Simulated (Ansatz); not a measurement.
The input, for Ansatz 0.2.0:

```yaml
crystal:
  periodic: [false, false, false]
  atoms:
    - {symbol: Br, position_ang: [0.000000, 0.000000, 0.000000]}
    - {symbol: Be, position_ang: [0.000000, 0.000000, 2.164600]}
basis:
  gaussian: {orbitals: STO-3G}
total_charge: -1
magnetization: {spin_polarized: false}
correlation: {method: ccsdtq, electrons: outside_noble_gas, diis_vectors: 1}
scf: {lower_state_search: full}
output: {forces: true}
```

```sh
$ ansatz run in.yaml --threads 1 --pin off --events-out ev --progress --plain --max-ram 2393MiB
```

The program prints:

```
278 factors; integrals over basis functions are off by at most 1.1e-7 eV
mean field evaluation 1: about -69633.3220 eV, gradient 3.1e0 eV
mean field evaluation 2: about -69633.5082 eV, gradient 3.6e0 eV
mean field evaluation 4: about -69633.5922 eV, gradient 1.7e-1 eV
mean field evaluation 8: about -69633.5942 eV, gradient 2.3e-6 eV
mean field evaluation 16: about -69633.5936 eV, gradient 2.1e-1 eV
mean field -69633.59418293 eV, -2558.9873868772 hartree, gradient 3.7e-6 eV, S^2 0.000000; 0 other end points of the search recorded, 0 dependent functions left out; unrestricted orbitals would lower it
15 core orbitals not correlated: weight in the atoms' cores, before any rotation towards them, 1.000 or more for the frozen orbitals, at most 0.000 for the correlated occupied ones
reference -69633.59418293 eV, -2558.9873868772 hartree; 5, 5 occupied and 3, 3 virtual orbitals, 278 factors
second order -0.65976308 eV of doubles, -0.00000000 eV of singles
cycle   1  -0.90710282 eV  change   -2.5e-1 eV  update   8.1e-2
cycle   2  -1.16980529 eV  change   -2.6e-1 eV  update   4.5e-2
cycle   3  -1.18898183 eV  change   -1.9e-2 eV  update   2.3e-2
cycle   4  -1.20805274 eV  change   -1.9e-2 eV  update   1.7e-2
cycle   5  -1.21758076 eV  change   -9.5e-3 eV  update   6.4e-3
cycle   6  -1.22973121 eV  change   -1.2e-2 eV  update   3.4e-3
cycle   7  -1.22995305 eV  change   -2.2e-4 eV  update   3.5e-3
cycle   8  -1.23270506 eV  change   -2.8e-3 eV  update   2.5e-3
cycle   9  -1.23392079 eV  change   -1.2e-3 eV  update   7.1e-4
cycle  10  -1.23545807 eV  change   -1.5e-3 eV  update   4.6e-4
cycle  11  -1.23534930 eV  change    1.1e-4 eV  update   4.9e-4
cycle  12  -1.23570261 eV  change   -3.5e-4 eV  update   2.8e-4
cycle  13  -1.23585822 eV  change   -1.6e-4 eV  update   8.6e-5
cycle  14  -1.23603969 eV  change   -1.8e-4 eV  update   6.6e-5
cycle  15  -1.23602050 eV  change    1.9e-5 eV  update   6.8e-5
cycle  16  -1.23606490 eV  change   -4.4e-5 eV  update   3.1e-5
cycle  17  -1.23608588 eV  change   -2.1e-5 eV  update   1.1e-5
cycle  18  -1.23610703 eV  change   -2.1e-5 eV  update   1.0e-5
cycle  19  -1.23610500 eV  change    2.0e-6 eV  update   9.4e-6
cycle  20  -1.23611051 eV  change   -5.5e-6 eV  update   3.5e-6
cycle  21  -1.23611325 eV  change   -2.7e-6 eV  update   1.6e-6
cycle  22  -1.23611561 eV  change   -2.4e-6 eV  update   1.5e-6
cycle  23  -1.23611557 eV  change    3.8e-8 eV  update   1.2e-6
cycle  24  -1.23611628 eV  change   -7.1e-7 eV  update   3.8e-7
cycle  25  -1.23611670 eV  change   -4.2e-7 eV  update   2.7e-7
the calculation of the forces begins
Total energy: -69634.83029963 eV, -2559.0328133281 hartree
Atom 0 at     0.000000     0.000000     0.000000 Å, force     0.000000     0.000000     0.345832 eV/Å
Atom 1 at     0.000000     0.000000     2.164600 Å, force    -0.000000    -0.000000    -0.345831 eV/Å
Dipole moment:     0.000000     0.000000    -1.399722 e Å
```

Forces (eV/Å):
```
Br   0.000  0.000  0.346
Be   0.000  0.000 -0.346
```

Ran on 1 thread of Intel Xeon, shared host: 6 s wall, 0.18 GiB peak host memory.
